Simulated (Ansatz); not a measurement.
**doublet CF: levels of theory in one basis**

| atom | x (Å) | y (Å) | z (Å) |
| --- | --- | --- | --- |
| C | 0.0000 | 0.0000 | 0.0000 |
| F | 0.0000 | 0.0000 | 1.2720 |

Basis set: def2-SVP (spherical functions). Left uncorrelated: 2 orbitals. Correlation on ROHF uses semicanonical orbitals with singles. Charge 0, multiplicity 2.

Computed with Ansatz (development build ahead of 0.2.0); each method stands on the lowest determinant of its kind that the runs found.

```
  method  E − E(ROHF) (eV)  <S²> of the determinant
    ROHF              0.00                        –
     UHF             -0.12                     0.76
ROHF-MP2             -7.39                        –
 UHF-MP2             -7.37                     0.76
```

**Question.** What does ROHF-CCSD(T) give on the same scale?

**Answer.** -8.02 eV.

**Question.** Is a single determinant a sound starting point here?

**Answer.** By this sign, yes. Unrestricted orbitals gain 0.12 eV and <S²> is 0.76 against 0.75 for a pure state.
